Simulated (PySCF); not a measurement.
## SF₃⁻, triplet: data card

All numbers come from UPBE0 in PySCF with S def2-SVPD, F def2-SVPD; no relativity; density-fitted integrals.

The structure is a higher-order saddle point with 2 imaginary modes (one degenerate set).

- Point group: C3v
- Bond lengths: S–F 1.819 Å (×3)
- Bond angles: F–S–F 84.0° (×3)
- Zero-point energy (real modes): 9.9 kJ/mol
- Highest occupied level (α): -0.55 eV
- Spin squared ⟨S²⟩: 2.008
- Dipole moment about the centre of mass: 1.64 D
- Rotational constants: 0.2016, 0.2016, 0.1498 cm⁻¹
- Principal polarisabilities: 41.9, 42.9, 42.9 bohr³
- Principal quadrupole moments (Buckingham, traceless) about the centre of mass: -2.29, -2.29, 4.58 D Å
- Lowest empty level (β): 3.42 eV

Harmonic modes (masses in u: S 31.972, F 18.998):
```csv
symmetry,ω (cm⁻¹),"IR (km/mol, summed over degenerate members)",μ (u),type
e,154i,–,19.98,stretch
e,336,103,21.74,mixed
a1,366,0.6,19.61,bend
a1,620,142,24.64,mixed
```

In C3v the vibrations span 2e + 2a1.

Charges (e); Mulliken and Löwdin values are unreliable with diffuse functions:
| atom | Mulliken | Löwdin | polar tensor | spin (Mulliken) | Mayer order to S1 |
| --- | --- | --- | --- | --- | --- |
| S1 | 0.52 | 0.89 | 1.14 | 1.76 | – |
| F2,3,4 | -0.51 | -0.63 | -0.71 | 0.08 | 0.52 |

Mulliken populations on S1: s 5.84, p 9.36, d 0.28.

Only a few start shapes were tried, so a lower isomer may exist. The lowest empty level of this anion is unbound, so it and the gap depend on the basis. At this level a singlet minimum of Cs symmetry lies 26 kJ/mol below this structure.

The final relaxation and frequency run took roughly 80 core-seconds on a shared host.
